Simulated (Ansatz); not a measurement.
**Trichlorosilane (SiHCl3): how energies converge with the basis set**

The task here is to estimate one member of a computed series from the others.

The runs use Ansatz 0.2.0, Gaussian basis; one geometry, several basis sets.

Plan: PBE0-D4/def2-SVP; ωB97M-V/def2-SVP; PBE0-D4/def2-QZVPP; ωB97M-V/def2-QZVPP; CCSD(T)/cc-pV(D+d)Z; CCSD(T)/cc-pV(T+d)Z; CCSD(T)/cc-pV(Q+d)Z; the functionals' def2-TZVPP values are taken from earlier runs.

### The geometry

All runs share one geometry, relaxed beforehand with PBE0-D4 in a triple-zeta def2 set.

SMILES `Cl[SiH](Cl)Cl`, 5 atoms, charge 0, spin multiplicity 1.

Atoms are counted from 1 here; the program's logs count them from 0.

Bond lengths: Cl1–Si2 2.030 Å, Si2–Cl3 2.030 Å, Si2–Cl4 2.030 Å, Si2–H5 1.469 Å. Angles: Cl1–Si2–Cl3 109.5°, Cl1–Si2–Cl4 109.5°, Cl1–Si2–H5 109.4°, Cl3–Si2–Cl4 109.5°, Cl3–Si2–H5 109.4°, Cl4–Si2–H5 109.4°.

Coordinates:

```xyz
5
charge 0, multiplicity 1
Cl    1.69093   -0.57143    0.89188
Si   -0.08130   -0.01269    0.07544
Cl    0.01770    1.93370   -0.49129
Cl   -0.47602   -1.17052   -1.54418
H    -1.15131   -0.17906    1.06815
```

The first run:

in.yaml reads:

```yaml
crystal:
  periodic: [false, false, false]
  atoms:
    - {symbol: Cl, position_ang: [1.690927, -0.571428, 0.891884]}
    - {symbol: Si, position_ang: [-0.081299, -0.012690, 0.075438]}
    - {symbol: Cl, position_ang: [0.017704, 1.933698, -0.491290]}
    - {symbol: Cl, position_ang: [-0.476020, -1.170517, -1.544185]}
    - {symbol: H, position_ang: [-1.151313, -0.179062, 1.068153]}
basis:
  gaussian: {orbitals: def2-SVP}
hamiltonian: {xc: pbe0, dispersion: d4}
output: {orbitals: {seedname: orbitals}}
```

Started as:

```
$ ansatz run in.yaml --threads 2 --pin off --events-out ev --progress --plain --max-ram 32768MiB --backend cpu
```

Steps of the session up to this table: PBE0-D4 in def2-SVP; ωB97M-V in def2-SVP; PBE0-D4 in def2-QZVPP; ωB97M-V in def2-QZVPP.

One of the session's tables, all rows but one given; the rest of the session is left out.

| functional | basis | HOMO (eV) | LUMO (eV) |
| --- | --- | --- | --- |
| PBE0-D4 | def2-SVP | -9.27 | 0.37 |
| PBE0-D4 | def2-TZVPP | -9.39 | -0.06 |
| PBE0-D4 | def2-QZVPP | -9.42 | -0.24 |
| ωB97M-V | def2-SVP | -11.45 | 2.57 |
| ωB97M-V | def2-TZVPP | -11.62 | 2.00 |
| ωB97M-V | def2-QZVPP | ? | ? |

**Question.** Estimate the row for ωB97M-V, def2-QZVPP.

**Answer.** HOMO (eV): -11.67; LUMO (eV): 1.65. In the column «HOMO (eV)» it is the lowest.
